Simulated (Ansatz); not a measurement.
The input, for Ansatz 0.2.0:

```yaml
crystal:
  periodic: [false, false, false]
  atoms:
    - {symbol: Ge, position_ang: [0.064574, -0.140438, 2.560913]}
    - {symbol: Si, position_ang: [-0.100319, -0.229014, 0.379317]}
    - {symbol: O, position_ang: [-0.023664, -0.217397, -1.263471]}
    - {symbol: H, position_ang: [0.059409, 0.586849, -1.676759]}
basis:
  gaussian: {orbitals: def2-SVP}
magnetization: {spin_polarized: true, initial_magnetization: 1}
correlation: {method: ccsd, electrons: outside_noble_gas}
accuracy: high
```

```sh
$ ansatz run in.yaml --threads 1 --pin off --events-out ev --progress --plain --max-ram 2393MiB
```

Output:

```
1207 factors; integrals over basis functions are off by at most 4.3e-9 eV
mean field evaluation 1: about -66373.8919 eV, gradient 2.1e1 eV
mean field evaluation 2: about -66373.9412 eV, gradient 2.1e1 eV
mean field evaluation 4: about -66375.8074 eV, gradient 1.8e0 eV
mean field evaluation 8: about -66375.8619 eV, gradient 4.1e-1 eV
mean field evaluation 16: about -66375.8694 eV, gradient 3.9e-2 eV
mean field evaluation 32: about -66373.8916 eV, gradient 2.1e1 eV
mean field evaluation 64: about -66375.8691 eV, gradient 2.5e-3 eV
mean field evaluation 96: about -66375.8038 eV, gradient 2.5e0 eV
mean field evaluation 128: about -66375.7654 eV, gradient 1.4e0 eV
mean field evaluation 160: about -66375.9291 eV, gradient 3.1e-1 eV
...
mean field -66375.94977445 eV, -2439.2711629763 hartree, gradient 3.2e-8 eV, S^2 1.152815; 21 other end points of the search recorded, 0 dependent functions left out
determinant -66375.94977445 eV, -2439.2711629763 hartree, with singles and doubles -66385.76649021 eV, -2439.6319206264 hartree
determinant -66375.93279395 eV, -2439.2705389543 hartree, with singles and doubles -66385.78281366 eV, -2439.6325205023 hartree
determinant -66375.84612825 eV, -2439.2673540486 hartree, with singles and doubles -66385.59912510 eV, -2439.6257700721 hartree
determinant -66374.37690675 eV, -2439.2133611546 hartree, with singles and doubles -66383.67713893 eV, -2439.5551383831 hartree
determinant -66374.07306915 eV, -2439.2021953287 hartree, with singles and doubles -66383.28886826 eV, -2439.5408696991 hartree
determinant -66373.97216457 eV, -2439.1984871537 hartree, with singles and doubles -66383.50627288 eV, -2439.5488591719 hartree
determinant -66373.89357728 eV, -2439.1955991241 hartree, with singles and doubles -66383.51333597 eV, -2439.5491187356 hartree
determinant -66373.55983285 eV, -2439.1833342427 hartree, with singles and doubles -66382.88980479 eV, -2439.5262043874 hartree
determinant -66373.54656904 eV, -2439.1828468067 hartree, with singles and doubles -66383.01045668 eV, -2439.5306382625 hartree
determinant -66373.15515047 eV, -2439.1684624395 hartree, with singles and doubles -66382.80397964 eV, -2439.5230503711 hartree
determinant -66375.94977445 eV, -2439.2711629763 hartree, with singles and doubles -66385.78095974 eV, -2439.6324523719 hartree
determinant -66375.93279395 eV, -2439.2705389543 hartree, with singles and doubles -66385.80000878 eV, -2439.6331524112 hartree
determinant -66375.84612825 eV, -2439.2673540486 hartree, with singles and doubles -66385.61436641 eV, -2439.6263301801 hartree
...
20 core orbitals not correlated: weight in the atoms' cores, before any rotation towards them, 1.000 or more for the frozen orbitals, at most 0.000 for the correlated occupied ones
reference -66375.93279394 eV, -2439.2705389543 hartree; 8, 7 occupied and 41, 42 virtual orbitals, 1207 factors
second order -8.88307772 eV of doubles, -0.00000000 eV of singles
...
cycle  15  -9.86720366 eV  change   -7.4e-9 eV  update   6.2e-8
cycle  16  -9.86720366 eV  change   -1.8e-9 eV  update   5.8e-8
cycle  17  -9.86720370 eV  change   -3.1e-8 eV  update   4.9e-8
cycle  18  -9.86720370 eV  change   -7.3e-9 eV  update   3.7e-8
cycle  19  -9.86720369 eV  change    1.7e-8 eV  update   2.6e-8
cycle  20  -9.86720367 eV  change    1.2e-8 eV  update   1.7e-8
cycle  21  -9.86720366 eV  change    1.6e-8 eV  update   9.6e-9
cycle  22  -9.86720365 eV  change    5.3e-9 eV  update   4.6e-9
cycle  23  -9.86720365 eV  change    3.0e-9 eV  update   2.1e-9
cycle  24  -9.86720365 eV  change   5.5e-10 eV  update   1.0e-9
Total energy: -66385.79999759 eV, -2439.6331520002 hartree
```

The T1 diagnostic is 0.060.

Ran on 1 thread of Arm Neoverse V1, shared host: 1.7 min wall, 0.29 GiB peak host memory.
